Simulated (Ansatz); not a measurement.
# AlH₂O radical (SMILES [O][AlH2]): one structure at several levels

How do the functionals fare away from a minimum? The structure is a structure displaced at random from a GFN2-xTB minimum.

The runs use Ansatz 0.2.0, Gaussian basis; single points in def2-TZVPP.

Correlated methods freeze the cores. Orbitals are unrestricted.

### 1 Where the work starts

SMILES `[O][AlH2]`, 4 atoms, charge 0, spin multiplicity 2.

Atoms are counted from 1 here; the program's logs count them from 0.

Bond lengths: O1–Al2 1.609 Å, Al2–H3 1.593 Å, Al2–H4 1.590 Å. Angles: O1–Al2–H3 136.1°, O1–Al2–H4 136.6°, H3–Al2–H4 87.4°.

Geometry (Å):

```xyz
4
AlH2O
O     0.0659   -0.9192    1.5279
Al    0.0189   -0.0932    0.1475
H    -0.9012   -0.0838   -1.1525
H     0.8793    1.0514   -0.5430
```

### 2 CCSD(T)/def2-TZVPP

run/in.yaml reads:

```yaml
crystal:
  periodic: [false, false, false]
  atoms:
    - {symbol: O, position_ang: [0.065900, -0.919200, 1.527900]}
    - {symbol: Al, position_ang: [0.018900, -0.093200, 0.147500]}
    - {symbol: H, position_ang: [-0.901200, -0.083800, -1.152500]}
    - {symbol: H, position_ang: [0.879300, 1.051400, -0.543000]}
basis:
  gaussian: {orbitals: def2-TZVPP}
magnetization: {spin_polarized: true, initial_magnetization: 1}
correlation: {method: ccsd_t}
scf: {omitted_lower_state_checks: [cluster_reference]}
output: {forces: true}
```

The command line of these runs was not kept.

### 3 PBE0-D4/def2-TZVPP

Edit run/in.yaml of step 2 so:

```diff
@@ -10,4 +10,3 @@
 magnetization: {spin_polarized: true, initial_magnetization: 1}
-correlation: {method: ccsd_t}
-scf: {omitted_lower_state_checks: [cluster_reference]}
-output: {forces: true}
+hamiltonian: {xc: pbe0, dispersion: d4}
+output: {forces: true, orbitals: {seedname: orbitals}}
```

### 4 wB97M-V/def2-TZVPP

Edit run/in.yaml of step 3 so:

```diff
@@ -10,3 +10,3 @@
 magnetization: {spin_polarized: true, initial_magnetization: 1}
-hamiltonian: {xc: pbe0, dispersion: d4}
-output: {forces: true, orbitals: {seedname: orbitals}}
+hamiltonian: {xc: {name: wB97M-V}}
+output: {forces: true}
```

### 5 r2SCAN-D4/def2-TZVPP

Edit run/in.yaml of step 4 so:

```diff
@@ -10,3 +10,3 @@
 magnetization: {spin_polarized: true, initial_magnetization: 1}
-hamiltonian: {xc: {name: wB97M-V}}
+hamiltonian: {xc: r2scan, dispersion: d4}
 output: {forces: true}
```

### 6 PBE-D4/def2-TZVPP

Edit run/in.yaml of step 5 so:

```diff
@@ -10,3 +10,3 @@
 magnetization: {spin_polarized: true, initial_magnetization: 1}
-hamiltonian: {xc: r2scan, dispersion: d4}
+hamiltonian: {xc: pbe, dispersion: d4}
 output: {forces: true}
```

### 7 HSE06-D4/def2-TZVPP

Edit run/in.yaml of step 6 so:

```diff
@@ -10,3 +10,3 @@
 magnetization: {spin_polarized: true, initial_magnetization: 1}
-hamiltonian: {xc: pbe, dispersion: d4}
+hamiltonian: {xc: hse06, dispersion: d4}
 output: {forces: true}
```

### 8 BHLYP-D4/def2-TZVPP

Edit run/in.yaml of step 7 so:

```diff
@@ -10,3 +10,3 @@
 magnetization: {spin_polarized: true, initial_magnetization: 1}
-hamiltonian: {xc: hse06, dispersion: d4}
+hamiltonian: {xc: {name: BHLYP}, dispersion: d4}
 output: {forces: true}
```

(Steps that only read results are left out.)

Before running it: what results should come out? Wanted: energy less free atoms, CCSD(T)/def2-TZVPP; RMS force component; RMS force error; HOMO and LUMO, PBE0-D4; T1 diagnostic.

The runs gave:

```
                                  quantity                                                                                             value
energy less free atoms, CCSD(T)/def2-TZVPP                                                                                     -887.5 kJ/mol
                       RMS force component                                                              1.132 to 1.960 eV/Å over the methods
                           RMS force error  PBE0-D4 0.466, wB97M-V 0.172, r2SCAN-D4 0.702, PBE-D4 0.875, HSE06-D4 0.483, BHLYP-D4 0.163 eV/Å
                    HOMO and LUMO, PBE0-D4                                                                                -8.16 and -5.14 eV
                             T1 diagnostic                                                                                             0.034
```

What this shows: Against CCSD(T) the functionals' energies less atoms differ by -63.2 to -5.0 kJ/mol, PBE-D4 by -63.2 kJ/mol. The reference is not at the basis limit: in triple zeta CCSD(T) underbinds, which counts against methods that bind more; the gaps are no ranking. For forces BHLYP-D4 does best and PBE-D4 worst.
